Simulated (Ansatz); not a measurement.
What does this script print? It uses the Ansatz DFT code, driven from Python.

Contents of `ch3alf.xyz`:
```text
6

C    -0.40800    0.38340   -0.26180
Al    1.30820   -0.43490    0.04040
F     1.41990   -1.79550    1.19350
H    -0.32320    1.51420   -0.01040
H    -1.22320   -0.07410    0.33680
H    -0.73170    0.34300   -1.34480
```

`methods.py`:
```python
import logging
import sys
import warnings

import ansatz as az

logging.basicConfig(stream=sys.stdout, format='%(levelname)s:%(name)s:%(message)s')
log = logging.getLogger('ansatz_job')
log.setLevel(logging.INFO)


def main() -> None:
    warnings.simplefilter('ignore', az.DeckWarning)

    molecule = az.Crystal.molecule_from_extxyz('ch3alf.xyz')

    base = (
        molecule.calculation()
        .basis(gaussian='cc-pVDZ')
        .spin('collinear', total=1)
    )

    methods = ['mp2', 'ccsd', 'ccsd_t']
    reports = [base.correlation(m).run(threads=1, pin='off').report for m in methods]
    log.info(f'Hartree-Fock reference {reports[0]["reference_energy_ev"] / 27.211386246:.6f} Ha')
    best = reports[-1]['free_energy_ev'] - reports[-1]['reference_energy_ev']
    for method, each in zip(methods, reports):
        gained = each['free_energy_ev'] - each['reference_energy_ev']
        log.info(f'{method:8s} total {each["free_energy_ev"] / 27.211386246:.6f} Ha  correlation {gained:9.4f} eV  ({100 * gained / best:.1f} % of the last)')


if __name__ == '__main__':
    main()
```

```console
$ python methods.py
INFO:ansatz_job:Hartree-Fock reference -381.012646 Ha
INFO:ansatz_job:mp2      total -381.396895 Ha  correlation  -10.4559 eV  (92.1 % of the last)
INFO:ansatz_job:ccsd     total -381.420700 Ha  correlation  -11.1037 eV  (97.8 % of the last)
INFO:ansatz_job:ccsd_t   total -381.429803 Ha  correlation  -11.3514 eV  (100.0 % of the last)
```

Reading the output:
- Total energies depend on the basis set; only differences at equal settings carry meaning.
- The geometry is a force-field or estimated start, not a minimum of this method, and the basis set is short of its limit. A lower total doesn't mark the better method: functionals have no common bound, and MP2 and coupled cluster aren't variational.
- The species is open-shell (spin multiplicity 2).
- Inner cores stay frozen, so this is valence correlation.
- For Al to Cl the sets with a tight d function, cc-pV(X+d)Z, are usual.
- The whole script took 7.9 s on 1 thread of Intel(R) Xeon(R) 6975P-C (Granite Rapids), with other jobs on the host, peak memory 0.28 GiB.

(Lines on the test bed's own set-up are left out of the output.)
